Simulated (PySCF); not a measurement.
## MgCl, HF: how much the basis matters

PySCF, UHF reference; doublet, unpaired electrons σ ↑; De to Mg + Cl without counterpoise correction.

```csv
basis,relativity,functions,Re (Å),ωe (cm⁻¹),De (eV),μ (D)
pcseg-1,no relativity,28,2.281,417,2.53,-5.24
def2-SVP,no relativity,36,2.235,474,2.92,-3.43
"6-311G(d,p)",no relativity,52,2.235,455,2.85,-3.93
x2c-TZVPPall,spin-free X2C,74,2.215,465,2.84,-3.46
```

Task: How does each smaller set differ from the one with most functions, x2c-TZVPPall?

Result: pcseg-1: +6.6 pm, -10.3 % in ωe, -0.31 eV in De; def2-SVP: +2.0 pm, +1.9 % in ωe, +0.08 eV in De; 6-311G(d,p): +2.0 pm, -2.2 % in ωe, +0.01 eV in De. All at HF; the set with most functions is neither the basis-set limit nor always the best. The rows treat relativity differently, so the differences are not basis effects alone.

A positive dipole means Mg(−)Cl(+). Hartree–Fock leaves out correlation, which carries a large part of most bond energies and some tenths to 1 eV of ionisation energies. The state was picked by a PBE0 search and need not be the measured ground state.
